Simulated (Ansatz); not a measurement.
`OC1(O)N=C1F`, 8 atoms. The species carries charge 0 and has multiplicity 1. All runs use 4 threads of a server CPU on a shared host. Correlated methods freeze the cores.

(1) How many basis functions does each run have, and how long does it take in Ansatz? RKS PBE0-D4/def2-TZVP relaxation (11 steps); RHF-MP2/def2-QZVPP energy; RKS B3LYP-D4/def2-TZVPP energy and forces; RKS revPBE-D4/def2-TZVPP energy; RKS r2SCANh-D4/def2-TZVPP energy; RHF-CCSD(T)/def2-SVP energy; RKS ωB97M-V/def2-QZVPP energy; direct RPA on PBE orbitals/def2-TZVPP energy; RKS PBE0-D4/def2-QZVPP energy; RKS ωB97M-V/def2-SVP energy; RKS PBE0-D4/def2-TZVP frequencies; RKS B2PLYP (frozen core)/def2-TZVPP energy. (Best estimate.)

## Answers

(1) Ansatz gave: Other jobs shared the machine, so times are rough.

```tsv
level	job	functions	wall time	peak host memory (GiB)
RKS revPBE-D4/def2-TZVPP	energy	214	3.6 s	0.24
RKS ωB97M-V/def2-SVP	energy	94	4.8 s	0.27
RKS r2SCANh-D4/def2-TZVPP	energy	214	7 s	0.45
RKS B3LYP-D4/def2-TZVPP	energy and forces	214	7 s	0.48
RKS B2PLYP (frozen core)/def2-TZVPP	energy	214	9.5 s	0.52
direct RPA on PBE orbitals/def2-TZVPP	energy	214	9.5 s	0.47
RHF-CCSD(T)/def2-SVP	energy	94	11 s	0.42
RKS PBE0-D4/def2-QZVPP	energy	402	12 s	1.1
RKS ωB97M-V/def2-QZVPP	energy	402	23 s	1.3
RHF-MP2/def2-QZVPP	energy	402	35 s	2
RKS PBE0-D4/def2-TZVP	relaxation (11 steps)	198	72 s	0.44
RKS PBE0-D4/def2-TZVP	frequencies	198	3.4 min	0.44
```

B3LYP here is the variant with VWN-RPA as its local correlation; programs differ in this.
